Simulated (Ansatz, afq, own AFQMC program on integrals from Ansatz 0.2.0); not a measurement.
## GeH$_{4}$, singlet: AFQMC among the cluster methods

```yaml
atoms:
  - { symbol: Ge, position_ang: [0.0000, 0.0000, 0.0000] }
  - { symbol: H, position_ang: [0.8843, 0.8872, 0.8860] }
  - { symbol: H, position_ang: [-0.8879, -0.8840, 0.8857] }
  - { symbol: H, position_ang: [-0.8838, 0.8845, -0.8892] }
  - { symbol: H, position_ang: [0.8874, -0.8877, -0.8825] }
```

Basis cc-pVDZ. Noble-gas cores (and the filled d shells of Ga–Kr and In–Xe) are frozen. AFQMC by an in-house program on the Cholesky factors that Ansatz 0.2.0 writes for its CCSD(T) run. ph-AFQMC/CISD is guided by a CISD state made of CCSD amplitudes; releasing the constraint for a short imaginary time cuts its bias at the price of noise, slowly where states lie close. Error bars are statistical, one sigma. No spin–orbit coupling.

Determinant: RHF, the one that the program's search chose, which needn't be the lowest solution. The geometry is a point of a scan.

No full CI on the walks' own integrals is used here; CCSDT(Q) serves as the reference and is uncertain by about the last step of the cluster series.

Cautions: no relativity below Rb; no spin-orbit coupling; inner d shell frozen.

```
T1 diagnostic                               : 0.0094
weight of the determinant in the CISD state : 0.922
size of the correlated space                : 8 electrons in 33 orbitals
```

(1) Estimate: order these by the size of their error in total energy against CCSDT(Q), smallest first.
A. MP2
B. phaseless AFQMC with a CISD trial
C. CCSD(T)
D. CCSD

(1) B (0.1 ± 2.9 meV), C (16.8 meV), D (81.1 meV), A (894.2 meV).

Reference: CCSDT(Q), correlation energy -3.955 eV.

A walk keeps the symmetry of its determinant, which the program's search chose and which needn't be the lowest solution, so a lower state of the same spin and another symmetry isn't excluded.
